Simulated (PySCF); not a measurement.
AlF3, SMILES [F][Al]([F])[F].

The structure is a stationary point at TPSSh-D3(BJ)/def2-TZVP. The isomer is the one that the SMILES or the coordinates give; other isomers of the formula were not compared.

Two levels are set side by side: TDA-PBE/def2-SVPD (PySCF) and ADC(2)/aug-cc-pVDZ (PySCF). Vertical, same geometry; the bases differ. Differences are taken from unrounded values.

| quantity | TDA-PBE |
|---|---|
| lowest singlet excitation (eV) | 7.31 |

Q: These are the TDA-PBE values. What does ADC(2) give? (The exact figures need the calculation; the answer reports its results.)

A: 
```json
[
 {"quantity": "lowest singlet excitation (eV)", "ADC(2)": "8.62", "TDA-PBE minus ADC(2)": "-1.31"}
]
```

Functionals without exact exchange tend to place singlet excitations lower, as here. Differences between two approximate levels are no errors against the true value.

Rough cost on one machine, each run with all the roots and properties that it gave: ADC(2) against TDA-PBE about 20 times.
